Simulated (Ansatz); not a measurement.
ClH2SSi (`S[SiH]Cl`) radical. The species carries charge 0 and has multiplicity 2. All single points use the PBE0-D4/def2-TZVP geometry. It is one conformer, not always the lowest.

```xyz
5

S     0.704    1.200    0.590
Si   -0.184   -0.354   -0.568
Cl    1.257   -1.803   -0.771
H    -0.431    1.923    0.605
H    -1.346   -0.966    0.144
```

Task: What is the dipole moment at ωB97M-V/def2-TZVPP? (Best estimate.)

Result: Computed: 1.77 D, with components (-1.51, 0.92, -0.01) D in this frame, pointing from negative to positive charge.

Task: And with PBE, r2SCAN, B3LYP? (Estimate.)

Result: Ansatz gave: PBE 1.63 D, r2SCAN 1.73 D, B3LYP 1.74 D.

Task: Give the Mulliken charges with ωB97M-V, r2SCAN, PBE in def2-TZVPP. (Best estimate.)

Result: Computed: 
| atom | ωB97M-V | r2SCAN | PBE |
| --- | --- | --- | --- |
| S1 | -0.19 | -0.21 | -0.19 |
| Si2 | 0.27 | 0.39 | 0.29 |
| Cl3 | -0.20 | -0.23 | -0.20 |
| H4 | 0.12 | 0.11 | 0.12 |
| H5 | -0.01 | -0.05 | -0.03 |

B3LYP here is the variant with VWN-RPA as its local correlation; programs differ in this.
